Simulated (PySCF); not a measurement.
Compound: H6NPSi.
SMILES with atom numbers: `[NH2:1][SiH2:2][PH2:3]` (hydrogens: H4, H5 on N1; H6, H7 on Si2; H8, H9 on P3)

The same species was optimised twice, with GFN2-xTB and with PBE0-D3(BJ)/def2-SVP (PySCF), and the same property calculations (PySCF, gas phase) were run on both structures.

```
   coordinate  GFN2-xTB  PBE0-D3(BJ)/def2-SVP  change
    P3–H8 (Å)     1.381                 1.429  +0.048
    P3–H9 (Å)     1.381                 1.428  +0.047
   Si2–H7 (Å)     1.472                 1.504  +0.032
   Si2–H6 (Å)     1.465                 1.495  +0.030
   Si2–P3 (Å)     2.241                 2.262  +0.021
   N1–Si2 (Å)     1.719                 1.731  +0.012
N1–Si2–P3 (°)     103.7                 106.2    +2.5
 H8–P3–H9 (°)      92.6                  94.4    +1.8
H6–Si2–H7 (°)     108.9                 107.3    -1.6
P3–Si2–H7 (°)     106.7                 105.2    -1.5
N1–Si2–H6 (°)     105.9                 106.8    +0.9
Si2–P3–H8 (°)      94.5                  93.7    -0.8
Si2–P3–H9 (°)      95.4                  94.7    -0.7
P3–Si2–H6 (°)     115.1                 114.6    -0.5
```

Rotational constants: A = 14810, B = 3747, C = 3173 MHz (GFN2-xTB) against A = 15014, B = 3568, C = 3072 MHz (PBE0-D3(BJ)/def2-SVP). End groups have turned between the structures, so H4, H5 are left out of the comparison.

On the GFN2-xTB structure: HOMO (eV) -7.34 [PBE0/pcSseg-1]; LUMO (eV) 0.30 [PBE0/pcSseg-1]; dipole (D) 1.17 [PBE0/pcSseg-1]; GIAO shielding of N1 (ppm) 263.0 [PBE0/pcSseg-1]; GIAO shielding of Si2 (ppm) 384.5 [PBE0/pcSseg-1]; GIAO shielding of P3 (ppm) 623.0 [PBE0/pcSseg-1].

**Question.** What do these properties become on the PBE0-D3(BJ)/def2-SVP structure?

**Answer.** 
```json
{"property": "HOMO (eV)", "level": "PBE0/pcSseg-1", "on GFN2-xTB": "-7.34", "on PBE0-D3(BJ)/def2-SVP": "-7.24", "change": "+0.10"}
{"property": "LUMO (eV)", "level": "PBE0/pcSseg-1", "on GFN2-xTB": "0.30", "on PBE0-D3(BJ)/def2-SVP": "0.37", "change": "+0.07"}
{"property": "dipole (D)", "level": "PBE0/pcSseg-1", "on GFN2-xTB": "1.17", "on PBE0-D3(BJ)/def2-SVP": "1.46", "change": "+0.29"}
{"property": "energy, GFN2-xTB geometry as zero (kcal/mol)", "level": "PBE0/pcSseg-1", "on GFN2-xTB": "0.0", "on PBE0-D3(BJ)/def2-SVP": "-2.3", "change": "-2.3"}
{"property": "GIAO shielding of N1 (ppm)", "level": "PBE0/pcSseg-1", "on GFN2-xTB": "263.0", "on PBE0-D3(BJ)/def2-SVP": "258.8", "change": "-4.2"}
{"property": "GIAO shielding of Si2 (ppm)", "level": "PBE0/pcSseg-1", "on GFN2-xTB": "384.5", "on PBE0-D3(BJ)/def2-SVP": "380.9", "change": "-3.6"}
{"property": "GIAO shielding of P3 (ppm)", "level": "PBE0/pcSseg-1", "on GFN2-xTB": "623.0", "on PBE0-D3(BJ)/def2-SVP": "591.4", "change": "-31.6"}
```

The heavy atoms differ by 0.034 Å rms after alignment. Among the bonds compared P3–H8 and P3–H9 change most and about equally (+0.047 to +0.048 Å). Changes are differences of the printed values. Neither structure is proved a minimum here.

Shape of the structure used: `[NH2:1][SiH2:2][PH2:3]`: H–N1–Si2–P3 53°, H–N1–Si2–P3 -166°, H–P3–Si2–N1 178°, H–P3–Si2–N1 83°.
